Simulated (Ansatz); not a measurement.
# CHSi2: the cost of one run

Program: Ansatz 0.2.0, Gaussian basis. Level of theory: cc-pVTZ, core rule «outside noble gas», up to 11 orbitals frozen. These are calculated values, not measurements.

To be run: UHF; CCSD(T) on ROHF; CCSD(T) on UHF; BCCD(T) on ROHF; CCSDT(Q) on ROHF; CCSDT(Q) on UHF.

3 further runs of the same task are left out: 3 set aside as unsound or not needed.

### 1 What is computed

The geometry is a PBE0/def2-TZVP stationary point (not a proven minimum).

4 atoms, charge 0, spin multiplicity 4.

Atoms are counted from 1 here; the program's logs count them from 0.

Bond lengths: C1–Si2 1.912 Å, C1–Si3 1.729 Å, Si2–Si3 2.317 Å, Si2–H4 1.509 Å. Angles: Si2–C1–Si3 78.8°, C1–Si2–Si3 47.1°, C1–Si2–H4 117.9°, Si3–Si2–H4 119.9°, C1–Si3–Si2 54.1°.

### 2 UHF

in.yaml reads:

```yaml
crystal:
  periodic: [false, false, false]
  atoms:
    - {symbol: C, position_ang: [-0.061244, -1.147988, -0.219952]}
    - {symbol: Si, position_ang: [0.099301, 0.160438, 1.164819]}
    - {symbol: Si, position_ang: [-0.033008, 0.314343, -1.142833]}
    - {symbol: H, position_ang: [-1.117401, 0.450106, 2.008353]}
basis:
  gaussian: {orbitals: cc-pVTZ}
magnetization: {spin_polarized: true, initial_magnetization: 3}
hamiltonian: {xc: hf}
output: {orbitals: {seedname: orbitals}}
```

The run is started by

```
$ ansatz run in.yaml --threads 1 --pin off --events-out ev --progress --plain --max-ram 4096MiB --backend cpu
```

Q: Estimate wall time and peak memory on 1 thread of AMD EPYC 7R13, shared host.

About 7.5 s, with a peak of 0.32 GiB.
